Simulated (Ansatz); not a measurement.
fcc Ir was calculated with r²SCAN (plane waves, PAW; Ansatz, a first-principles code).

A relaxed, unreconstructed slab of the (100) face has 8 atoms, two equal faces of 7.393 Å² each and an energy of -95586.8718 eV. A bulk cell of 2 atoms with the same orientation and in-plane k mesh has -23897.4483 eV. Energies are extrapolated to zero smearing.

Settings: plane-wave cutoff 500 eV, 20×20×1 k mesh (along the axes of the cell as run), Fermi–Dirac smearing 0.1 eV, scalar-relativistic PAW data made under PBE.

Worked out: γ = (E_slab − N E_bulk per atom)/2A = [-95586.8718 − 8 × (-23897.4483/2)]/(2 × 7.393) = 0.1976 eV/Å². With 16.022 J/m² per eV/Å² this is 3.17 J/m², or 1.46 eV per surface cell and face.
